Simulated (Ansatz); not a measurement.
A first try at a composite energy at a relaxed geometry of BH3NS, SMILES N[B]S, using Ansatz 0.2.0, Python API.

`composite_bh3ns.py`
```python
# -*- coding: utf-8 -*-
'''A composite energy for BH3NS: DFT geometry, MP2 basis limit, coupled-cluster correction.'''

import itertools
import logging
import sys

import ansatz as az
from ase.data import atomic_numbers, covalent_radii
import numpy as np

logging.basicConfig(stream=sys.stdout, format='%(name)s: %(message)s')
log = logging.getLogger('run')
log.setLevel(logging.INFO)


def main():
    geometry_ang = [
        ('N', (-0.8209, 0.325, -0.6495)),
        ('B', (-0.3643, -0.6469, 0.3491)),
        ('S', (0.6929, -0.0841, 1.7678)),
        ('H', (-1.3365, -0.1536, -1.3807)),
        ('H', (-0.0296, 0.7569, -1.1626)),
        ('H', (1.9004, -0.2613, 1.0297)),
    ]
    molecule = az.Crystal.molecule()
    for symbol, xyz in geometry_ang:
        molecule = molecule.atom(symbol, xyz)

    calc = molecule.calculation().basis(gaussian='def2-SVP').functional('B3LYP').spin('collinear', total=1)
    symbols = [site.symbol for site in molecule.cartesian_sites]
    start = np.array([site.position_ang for site in molecule.cartesian_sites], dtype=float)
    rep = calc.relax(force_tolerance=0.01, max_steps=30).run().report
    end = np.array(rep['positions_ang'])
    # pairs closer than 1.2 times the sum of covalent radii, before or after
    radius = [covalent_radii[atomic_numbers[s]] for s in symbols]
    span = lambda where, i, j: np.linalg.norm(where[i] - where[j])
    bonded = [(i, j) for i, j in itertools.combinations(range(len(symbols)), 2) if min(span(start, i, j), span(end, i, j)) < 1.2 * (radius[i] + radius[j])]
    log.info('pair        before    after (A)')
    for i, j in bonded:
        print(f'{symbols[i]}{i}-{symbols[j]}{j}'.ljust(10), f'{span(start, i, j):8.4f} {span(end, i, j):8.4f}')

    minimum = az.Crystal.molecule()
    for symbol, place in zip(symbols, end):
        minimum = minimum.atom(symbol, place.tolist())
    at_minimum = minimum.calculation().spin('collinear', total=1)
    # MP2 extrapolated to the basis limit, plus the small-basis difference CCSD(T) - MP2
    level = lambda method, basis: at_minimum.basis(gaussian=basis).correlation(method).run(outdir='tmp').report
    small, large, cluster = level('mp2', 'cc-pVDZ'), level('mp2', 'cc-pVTZ'), level('ccsd_t', 'cc-pVDZ')
    corr = lambda each: (each['free_energy_ev'] - each['reference_energy_ev']) / 27.211386246
    mp2_limit = (27 * corr(large) - 8 * corr(small)) / 19
    pieces = {'HF / cc-pVTZ': large['reference_energy_ev'] / 27.211386246, 'MP2 correlation, DZ-TZ limit': mp2_limit, 'CCSD(T) - MP2 / cc-pVDZ': corr(cluster) - corr(small)}
    for name, value in pieces.items():
        log.info(f'{name:32s} {value:14.6f} Ha')
    log.info(f'{"sum":32s} {sum(pieces.values()):14.6f} Ha')
    print('T1 diagnostic', round(cluster['correlation']['coupled_cluster']['t1_diagnostic'], 4))


if __name__ == '__main__':
    main()
```

```console
$ python composite_bh3ns.py
run: pair        before    after (A)
N0-B1        1.4664   1.3855
N0-H3        1.0147   1.0138
N0-H4        1.0373   1.0191
B1-S2        1.8566   1.7913
S2-H5        1.4263   1.3677
Traceback (most recent call last):
  File "composite_bh3ns.py", line 60, in <module>
    main()
    ~~~~^^
  File "composite_bh3ns.py", line 49, in main
    small, large, cluster = level('mp2', 'cc-pVDZ'), level('mp2', 'cc-pVTZ'), level('ccsd_t', 'cc-pVDZ')
                            ~~~~~^^^^^^^^^^^^^^^^^^
  File "composite_bh3ns.py", line 48, in <lambda>
    level = lambda method, basis: at_minimum.basis(gaussian=basis).correlation(method).run(outdir='tmp').report
                                  ~~~~~~~~~~~~~~~~~~~~~~~~~~~~~~~~~~~~~~~~~~~~~~~~~~~~~~~~^^^^^^^^^^^^^^
TypeError: Calculation.run() got an unexpected keyword argument 'outdir'
```

What is wrong, and how is it mended?

The fault: run() has no such keyword. The cap on steps that the faulty run carried goes too. The correction:

```diff
--- before
+++ after
@@ -32,3 +32,3 @@
     start = np.array([site.position_ang for site in molecule.cartesian_sites], dtype=float)
-    rep = calc.relax(force_tolerance=0.01, max_steps=30).run().report
+    rep = calc.relax(force_tolerance=0.01).run().report
     end = np.array(rep['positions_ang'])
@@ -47,3 +47,3 @@
     # MP2 extrapolated to the basis limit, plus the small-basis difference CCSD(T) - MP2
-    level = lambda method, basis: at_minimum.basis(gaussian=basis).correlation(method).run(outdir='tmp').report
+    level = lambda method, basis: at_minimum.basis(gaussian=basis).correlation(method).run().report
     small, large, cluster = level('mp2', 'cc-pVDZ'), level('mp2', 'cc-pVTZ'), level('ccsd_t', 'cc-pVDZ')
```

After the fix:

```console
$ python composite_bh3ns.py
run: pair        before    after (A)
N0-B1        1.4664   1.3855
N0-H3        1.0147   1.0138
N0-H4        1.0373   1.0191
B1-S2        1.8566   1.7913
S2-H5        1.4263   1.3677
run: HF / cc-pVTZ                        -478.473002 Ha
run: MP2 correlation, DZ-TZ limit          -0.507791 Ha
run: CCSD(T) - MP2 / cc-pVDZ               -0.045786 Ha
run: sum                                 -479.026579 Ha
T1 diagnostic 0.0146
```

What to keep in mind:
- Total energies depend on the basis set; only differences at equal settings carry meaning.
- The sum leaves out core correlation, relativity, the Hartree-Fock basis error and zero-point energy; a DZ-TZ extrapolation is rough.
- The run takes the species as open-shell (spin multiplicity 2), which needn't be its ground state.
- b3lyp holds the VWN-RPA fit, as in Gaussian; the form of ORCA and Turbomole is b3lyp5.
- Inner cores stay frozen, so this is valence correlation.
- For Al to Cl the sets with a tight d function, cc-pV(X+d)Z, are usual.
- An extrapolation from small basis sets is rough.
- It ran for 28 s on 1 thread of Arm Neoverse V2, on a shared host, peak memory 0.31 GiB.
